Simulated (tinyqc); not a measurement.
Worked calculation: MP2 on RHF in the sto-6g basis, frozen core, for BH3, spin multiplicity 1. One step of it, computed by the program tinyqc.

Task: Second-order Moller-Plesset energy. E2 = sum_ijab (ia|jb) [2 (ia|jb) - (ib|ja)] / (e_i + e_j - e_a - e_b) over occupied i, j and virtual a, b; the opposite-spin part is (ia|jb)^2 / denominator, the rest is same-spin, and SCS-MP2 scales them by 6/5 and 1/3.

orbital energies (hartree): MO1 -7.523349, MO2 -0.677367, MO3 -0.474371, MO4 -0.474366, MO5 0.232795, MO6 0.721692, MO7 0.769159, MO8 0.769193

Two-electron integrals over orbitals (pq|rs), unique and non-zero (hartree); the lowest 1 orbital is frozen and left out:
```
(22|22) 0.446271    (32|32) 0.122325    (33|22) 0.443735    (33|33) 0.497668
(42|22) -0.000081   (42|33) -0.063265   (42|42) 0.122264    (43|32) -0.063242
(43|43) 0.049053    (44|22) 0.443650    (44|33) 0.399443    (44|42) 0.063300
(44|44) 0.497703    (52|22) -0.000581   (52|33) -0.000354   (52|42) 2.56e-08
(52|44) -0.000354   (52|52) 0.069227    (53|32) -0.000427   (53|43) 0.000438
(53|53) 0.018251    (54|22) 2.96e-07    (54|33) 0.000438    (54|42) -0.000427
(54|44) -0.000438   (54|52) 0.000012    (54|54) 0.018249    (55|22) 0.464945
(55|33) 0.438969    (55|42) -0.000007   (55|44) 0.438946    (55|52) 0.003177
(55|54) 1.38e-06    (55|55) 0.587140    (62|22) 0.041380    (62|33) 0.022038
(62|42) -2.65e-06   (62|44) 0.021834    (62|52) -0.000213   (62|54) 3.39e-06
(62|55) 0.106719    (62|62) 0.070525    (63|32) -0.042235   (63|43) 0.039663
(63|53) 0.000514    (63|63) 0.057795    (64|22) 0.000231    (64|33) 0.040015
(64|42) -0.042670   (64|44) -0.039763   (64|52) 0.000006    (64|54) 0.000517
(64|55) 0.000442    (64|62) 0.000486    (64|64) 0.058309    (65|22) -0.001336
(65|33) -0.000618   (65|42) 0.000008    (65|44) -0.000610   (65|52) 0.066315
(65|54) 0.000087    (65|55) 0.000462    (65|62) -0.002042   (65|64) -0.000005
(65|65) 0.069973    (66|22) 0.445028    (66|33) 0.444181    (66|42) 0.000916
(66|44) 0.445141    (66|52) -0.002381   (66|54) -0.000005   (66|55) 0.467207
(66|62) 0.029700    (66|64) -0.000252   (66|65) -0.003027   (66|66) 0.464295
(72|22) -0.000186   (72|33) 0.025456    (72|42) -0.004302   (72|44) -0.025659
(72|52) 2.81e-07    (72|54) 0.000782    (72|55) -0.000476   (72|62) -0.000120
(72|64) 0.045821    (72|65) 0.000010    (72|66) -0.000220   (72|72) 0.048838
(73|32) 0.052916    (73|43) -0.023869   (73|53) -0.000386   (73|63) -0.029912
(73|73) 0.037281    (74|22) 0.045154    (74|33) 0.053285    (74|42) -0.052539
(74|44) 0.006150    (74|52) 0.001355    (74|54) 0.000383    (74|55) 0.095347
(74|62) 0.067040    (74|64) 0.030058    (74|65) -0.000385   (74|66) 0.028250
(74|72) 0.008947    (74|74) 0.104449    (75|22) 4.51e-06    (75|33) -0.000850
(75|42) 0.001819    (75|44) 0.000856    (75|52) -0.000289   (75|54) 0.016254
(75|55) -2.42e-06   (75|62) 0.000010    (75|64) -0.000640   (75|65) -0.000216
(75|66) 0.000026    (75|72) 0.000248    (75|74) -0.000778   (75|75) 0.019912
(76|22) -3.65e-06   (76|33) -0.057350   (76|42) 0.109419    (76|44) 0.057528
(76|52) 0.000012    (76|54) -0.000562   (76|55) 0.000034    (76|62) 0.000031
(76|64) -0.045414   (76|65) 0.000019    (76|66) 0.000964    (76|72) -0.010039
(76|74) -0.053489   (76|75) 0.001618    (76|76) 0.111625    (77|22) 0.461989
(77|33) 0.430121    (77|42) 0.027075    (77|44) 0.494306    (77|52) 0.000473
(77|54) -0.000491   (77|55) 0.479616    (77|62) 0.044829    (77|64) -0.036257
(77|65) -0.000296   (77|66) 0.472197    (77|72) -0.031633   (77|74) 0.042368
(77|75) 0.000247    (77|76) 0.028336    (77|77) 0.532641    (82|32) -0.004349
(82|43) 0.025572    (82|53) 0.000782    (82|63) 0.045759    (82|73) -0.009639
(82|82) 0.048846    (83|22) 0.045076    (83|33) 0.006001    (83|42) 0.052736
(83|44) 0.053453    (83|52) 0.001355    (83|54) -0.000384   (83|55) 0.095329
(83|62) 0.066975    (83|64) -0.029658   (83|65) -0.000378   (83|66) 0.029145
(83|72) -0.009725   (83|74) 0.035116    (83|75) 0.000784    (83|76) 0.053889
(83|77) 0.063563    (83|83) 0.104701    (84|32) 0.052740    (84|43) -0.023696
(84|53) -0.000384   (84|63) -0.029673   (84|73) 0.032802    (84|82) -0.009433
(84|84) 0.037024    (85|32) 0.001819    (85|43) -0.000852   (85|53) 0.016253
(85|63) -0.000633   (85|73) 0.000785    (85|82) 0.000248    (85|84) 0.000783
(85|85) 0.019909    (86|32) 0.109207    (86|43) -0.057102   (86|53) -0.000557
(86|63) -0.044639   (86|73) 0.053878    (86|82) -0.009804   (86|84) 0.053689
(86|85) 0.001616    (86|86) 0.111128    (87|32) -0.028493   (87|43) 0.032816
(87|53) 0.000498    (87|63) 0.036983    (87|73) -0.011522   (87|82) 0.031571
(87|84) -0.011356   (87|85) -0.000266   (87|86) -0.029362   (87|87) 0.034622
(88|22) 0.462021    (88|33) 0.494799    (88|42) -0.028027   (88|44) 0.429604
(88|52) 0.000473    (88|54) 0.000497    (88|55) 0.479621    (88|62) 0.045080
(88|64) 0.037131    (88|65) -0.000298   (88|66) 0.471709    (88|72) 0.031317
(88|74) 0.063892    (88|75) -0.000258   (88|76) -0.029084   (88|77) 0.464635
(88|83) 0.041750    (88|88) 0.533135
```

Hartree-Fock energy = -26.33100595 hartree

Give: Terms; Pair energies; MP2 correlation energy; SCS-MP2 correlation energy; MP2 total energy.

Result:

Terms (the 40 largest of 74):

| i | j | a | b | (ia\|jb) | (ib\|ja) | denominator | term |
|---|---|---|---|---|---|---|---|
| 3 | 3 | 8 | 8 | 0.1047 | 0.1047 | -2.4871 | -0.0044 |
| 4 | 4 | 7 | 7 | 0.1044 | 0.1044 | -2.4870 | -0.0044 |
| 2 | 2 | 5 | 5 | 0.0692 | 0.0692 | -1.8203 | -0.0026 |
| 2 | 4 | 6 | 7 | 0.0670 | 0.0458 | -2.6426 | -0.0022 |
| 4 | 2 | 7 | 6 | 0.0670 | 0.0458 | -2.6426 | -0.0022 |
| 2 | 3 | 6 | 8 | 0.0670 | 0.0458 | -2.6426 | -0.0022 |
| 3 | 2 | 8 | 6 | 0.0670 | 0.0458 | -2.6426 | -0.0022 |
| 2 | 2 | 6 | 6 | 0.0705 | 0.0705 | -2.7981 | -0.0018 |
| 4 | 4 | 6 | 6 | 0.0583 | 0.0583 | -2.3921 | -0.0014 |
| 3 | 3 | 6 | 6 | 0.0578 | 0.0578 | -2.3921 | -0.0014 |
| 2 | 2 | 8 | 8 | 0.0488 | 0.0488 | -2.8931 | -0.0008 |
| 2 | 2 | 7 | 7 | 0.0488 | 0.0488 | -2.8931 | -0.0008 |
| 3 | 3 | 7 | 7 | 0.0373 | 0.0373 | -2.4871 | -0.0006 |
| 4 | 4 | 8 | 8 | 0.0370 | 0.0370 | -2.4871 | -0.0006 |
| 3 | 4 | 8 | 7 | 0.0351 | 0.0328 | -2.4871 | -0.0005 |
| 4 | 3 | 7 | 8 | 0.0351 | 0.0328 | -2.4871 | -0.0005 |
| 4 | 2 | 6 | 7 | 0.0458 | 0.0670 | -2.6426 | -4.27e-04 |
| 2 | 4 | 7 | 6 | 0.0458 | 0.0670 | -2.6426 | -4.27e-04 |
| 3 | 2 | 6 | 8 | 0.0458 | 0.0670 | -2.6426 | -4.25e-04 |
| 2 | 3 | 8 | 6 | 0.0458 | 0.0670 | -2.6426 | -4.25e-04 |
| 3 | 4 | 7 | 8 | 0.0328 | 0.0351 | -2.4871 | -4.02e-04 |
| 4 | 3 | 8 | 7 | 0.0328 | 0.0351 | -2.4871 | -4.02e-04 |
| 4 | 4 | 6 | 7 | 0.0301 | 0.0301 | -2.4396 | -3.70e-04 |
| 4 | 4 | 7 | 6 | 0.0301 | 0.0301 | -2.4396 | -3.70e-04 |
| 3 | 3 | 6 | 7 | -0.0299 | -0.0299 | -2.4396 | -3.67e-04 |
| 3 | 3 | 7 | 6 | -0.0299 | -0.0299 | -2.4396 | -3.67e-04 |
| 3 | 4 | 6 | 8 | -0.0297 | -0.0297 | -2.4396 | -3.61e-04 |
| 4 | 3 | 8 | 6 | -0.0297 | -0.0297 | -2.4396 | -3.61e-04 |
| 4 | 3 | 6 | 8 | -0.0297 | -0.0297 | -2.4396 | -3.60e-04 |
| 3 | 4 | 8 | 6 | -0.0297 | -0.0297 | -2.4396 | -3.60e-04 |
| 3 | 3 | 5 | 5 | 0.0183 | 0.0183 | -1.4143 | -2.36e-04 |
| 4 | 4 | 5 | 5 | 0.0182 | 0.0182 | -1.4143 | -2.35e-04 |
| 2 | 3 | 7 | 8 | -0.0097 | -0.0096 | -2.6901 | -3.55e-05 |
| 3 | 2 | 8 | 7 | -0.0097 | -0.0096 | -2.6901 | -3.55e-05 |
| 3 | 2 | 7 | 8 | -0.0096 | -0.0097 | -2.6901 | -3.42e-05 |
| 2 | 3 | 8 | 7 | -0.0096 | -0.0097 | -2.6901 | -3.42e-05 |
| 2 | 4 | 8 | 8 | -0.0094 | -0.0094 | -2.6901 | -3.31e-05 |
| 4 | 2 | 8 | 8 | -0.0094 | -0.0094 | -2.6901 | -3.31e-05 |
| 4 | 2 | 7 | 7 | 0.0089 | 0.0089 | -2.6900 | -2.98e-05 |
| 2 | 4 | 7 | 7 | 0.0089 | 0.0089 | -2.6900 | -2.98e-05 |

Pair energies (hartree; pair i-j sums ij and ji):

| pair | opposite spin | same spin |
|---|---|---|
| 2-2 | -0.0061 | 0 |
| 3-2 | -0.0051 | -3.41e-04 |
| 3-3 | -0.0073 | 0 |
| 4-2 | -0.0051 | -3.41e-04 |
| 4-3 | -0.0033 | -4.31e-06 |
| 4-4 | -0.0073 | 0 |

MP2 correlation energy = -0.034954 hartree

SCS-MP2 correlation energy = -0.041350 hartree

MP2 total energy = -26.365960 hartree
